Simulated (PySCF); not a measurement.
# CClF3: the cost of one run

The runs use PySCF 2.14.0, with density-fitted response routines of our own; the level of theory stands in each step. All values are computed, except where a source is named. Atoms count from 0, in the outputs and in this text.

**1. The molecule as given**

5 atoms, charge 0, multiplicity 1; geometry from: GFN2-xTB.

Bonds of the start (Å): F0–C1 1.32, C1–F2 1.32, C1–F3 1.32, C1–Cl4 1.78.

**2. Optimising the geometry at PBE0-D3(BJ)/def2-TZVP**

Job settings and geometry (Å):

```
{"job": {"xc": "PBE0", "basis": "def2-TZVP", "d3": "d3bj", "grid": 2, "kind": "geom"}, "charge": 0, "multiplicity": 1}
F     -0.845810    -0.641860    -1.033010
C     -0.346920    -0.009950     0.016300
F     -0.849310     1.213100     0.039510
F     -0.745540    -0.641750     1.107620
Cl     1.425420     0.041110    -0.066700
```

**Question.** How long does this first job take on 4 threads of Intel Xeon Platinum 8375C at 2.90GHz (Ice Lake), shared host?

About 21 s.
